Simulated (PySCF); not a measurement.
**Basis-set dependence of excited states**

Species: BHCl2.
Z-matrix (Å and degrees, PBE0-D3(BJ)/def2-SVP geometry), rows numbered from 1:
```
Cl
B   1  1.7393
Cl  2  1.7393  1  120.53
H   2  1.2000  1  119.74  3  -179.98
```

TDDFT with PBE0 (PySCF), vertical singlets, core orbitals frozen in the response, spherical d and f functions. Isolated species at its PBE0-D3(BJ)/def2-SVP geometry, gas phase.

Q: Compare 6-31G*, def2-SVP, 6-31+G*, def2-SVPD, aug-cc-pVDZ, def2-TZVP, def2-TZVPD and aug-cc-pVTZ for this molecule.

A: 

| basis | functions | diffuse | S1 (eV) | S2 (eV) | S3 (eV) | S4 (eV) | S5 (eV) | LUMO (eV) | α (au) |
| --- | --- | --- | --- | --- | --- | --- | --- | --- | --- |
| 6-31G* | 52 | no | 5.81 | 5.92 | 7.05 | 8.24 | 8.75 | -1.67 | 30.6 |
| def2-SVP | 55 | no | 5.84 | 5.95 | 7.17 | 8.31 | 8.79 | -1.51 | 29.2 |
| 6-31+G* | 64 | yes | 5.78 | 5.88 | 6.97 | 8.16 | 8.54 | -1.81 | 35.1 |
| def2-SVPD | 82 | yes | 5.73 | 5.84 | 6.93 | 8.12 | 8.66 | -1.88 | 42.4 |
| aug-cc-pVDZ | 86 | yes | 5.73 | 5.84 | 6.92 | 8.11 | 8.46 | -1.81 | 41.9 |
| def2-TZVP | 111 | no | 5.72 | 5.84 | 6.94 | 8.09 | 8.64 | -1.75 | 37.5 |
| def2-TZVPD | 138 | yes | 5.69 | 5.80 | 6.86 | 8.03 | 8.40 | -1.83 | 43.1 |
| aug-cc-pVTZ | 169 | yes | 5.72 | 5.83 | 6.89 | 8.07 | 8.39 | -1.81 | 42.9 |

States are compared by their number. Against the largest diffuse basis here (aug-cc-pVTZ, itself not a converged limit), sets without diffuse functions differ by up to 0.12 eV in S1 and 0.41 eV in S5; the smaller diffuse sets differ by up to 0.06 and 0.27 eV. State by state, the largest deviation of a set without diffuse functions is S1 0.12, S2 0.12, S3 0.28, S4 0.25, S5 0.41 eV. The same number needn't mean the same state in each row. Against aug-cc-pVTZ the polarisability deviates by -29% in 6-31G*, -32% in def2-SVP, -18% in 6-31+G*, -1% in def2-SVPD, -2% in aug-cc-pVDZ, -12% in def2-TZVP, 0% in def2-TZVPD. A single + in a Pople set puts diffuse functions on heavy atoms only.
